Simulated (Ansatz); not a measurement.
Saddle point of SiH₄ClF, singlet (SiH₃Cl ([SiH3][Cl]) + HF → SiH₂ClF ([F][SiH2][Cl]) + H₂; bonds formed: Si1–F7, H2–H6; bonds broken: Si1–H2, H6–F7), PBE0-D4/def2-TZVP structure:

```json
{"atom": "Si1", "x (Å)": "-0.3631", "y (Å)": "-0.0600", "z (Å)": "0.2316"}
{"atom": "H2", "x (Å)": "1.0847", "y (Å)": "-0.8703", "z (Å)": "-0.0781"}
{"atom": "H3", "x (Å)": "-0.4651", "y (Å)": "-0.9749", "z (Å)": "1.4002"}
{"atom": "H4", "x (Å)": "-1.4663", "y (Å)": "-0.4157", "z (Å)": "-0.6775"}
{"atom": "Cl5", "x (Å)": "-0.4556", "y (Å)": "1.7513", "z (Å)": "1.1792"}
{"atom": "H6", "x (Å)": "1.1107", "y (Å)": "-0.1793", "z (Å)": "-0.7935"}
{"atom": "F7", "x (Å)": "0.5546", "y (Å)": "0.7487", "z (Å)": "-1.2617"}
```

Energies are electronic, without zero-point energy. Barriers and step energies count from the start structure reached by relaxing down the imaginary mode; all methods use the PBE0-D4 structures, on which another method's saddle can fall below an end. Ansatz 0.2.0; basis: def2-TZVPP, with def2-QZVPP for the basis limit; cores frozen in the correlated methods. B3LYP uses VWN-RPA correlation. Extrapolation: Hartree–Fock as exp(−7.88 √X), correlation as X^−2.97.

| method | barrier (kJ/mol) | step energy (kJ/mol) |
| --- | --- | --- |
| SPW92 | 94.6 | -89.6 |
| PBE-D4 | 123.7 | -97.0 |
| BLYP-D4 | 138.6 | -107.0 |
| r2SCAN-D4 | 130.9 | -110.7 |
| B97M-V | 142.0 | -112.7 |
| PBE0-D4 | ? | -97.3 |
| B3LYP-D4 | 151.1 | -106.6 |
| r2SCAN0-D4 | 145.7 | -107.7 |
| BHLYP-D4 | ? | -108.7 |
| CAM-B3LYP-D4 | 150.6 | -107.9 |
| wB97X-V | 150.8 | -105.8 |
| wB97M-V | 146.6 | -107.2 |
| B2PLYP | 155.1 | -109.5 |
| PBE-QIDH | 154.0 | -103.2 |
| RPA on PBE | 159.9 | -105.3 |
| HF | 219.6 | -114.0 |
| MP2 | ? | -109.8 |
| CCSD | 171.8 | -105.1 |
| CCSD(T) | 161.7 | -105.2 |

Task: Fill in the withheld barriers. (Judge from chemistry; the value comes from the calculation.)

Result: The calculation gives: MP2 155.6; PBE0-D4 142.4; BHLYP-D4 170.4 kJ/mol. Each is the energy of the saddle less that of the start structure, by the same method.

For comparison, the barrier by CCSD(T) at an estimated basis limit (MP2 extrapolated from triple and quadruple zeta, plus CCSD(T) − MP2 in triple zeta) is 159.2 kJ/mol.

No T1 diagnostic of these runs exceeds 0.012.

Labels in which every atom is bracketed show which atoms are joined, not bond orders.

For scale, one of the runs: CCSD(T)/def2-TZVPP, 171 basis functions, launched by `ansatz run in.yaml --threads 2 --pin off --events-out ev --progress --plain --max-ram 4352MiB`. Time: 27 s of wall clock on 2 CPU threads of an Arm Neoverse V1; the host was shared. Peak host memory: 1.4 GiB.
